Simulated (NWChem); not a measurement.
**How the cost of HF grows with the basis: C4H9Cl (1-chlorobutane)**

The species is C4H9Cl (14 atoms), meant as a singlet with charge 0. As SMILES, `CCCCCl`. Geometry: relaxed at PBE0-D4/def2-TZVP. This is one conformer, not always the lowest.

HF (spherical functions), gradient, NWChem 7.3.0, on 1 thread of Intel Xeon Platinum 8488C (Sapphire Rapids), shared host. N is the number of basis functions, t the processor time.

| basis | N | t (s) | ln N | ln t |
| --- | --- | --- | --- | --- |
| STO-3G | 38 | 5.1 | 3.638 | 1.629 |
| 3-21G | 67 | 5.3 | 4.205 | 1.668 |
| 6-31G(d) | 92 | ? | 4.522 | ? |
| def2-SVPD | 179 | 120 | 5.187 | 4.787 |

Task: Fit t = C·Nᵖ to the known rows and estimate the time in 6-31G(d).

Result: 
1. Means of the 3 rows: ln N = 4.34333, ln t = 2.6947.
2. Σ(Δln N)² = 1.2284, Σ(Δln N·Δln t) = 2.6589, so the slope is 2.6589/1.2284 = 2.1645.
3. Intercept: 2.6947 − (2.1645) × 4.34333 = -6.7064. The largest residual of the fit is 0.727.
4. ln t = -6.7064 + 2.1645 × 4.522, so t ≈ 22 s.

The run took 23 s, so the estimate is too short by a factor of about 1.0. The fitted power is 2.2, with the electron count fixed. The times don't lie on a line: the count of functions alone doesn't set the cost here, and shared hosts add noise.
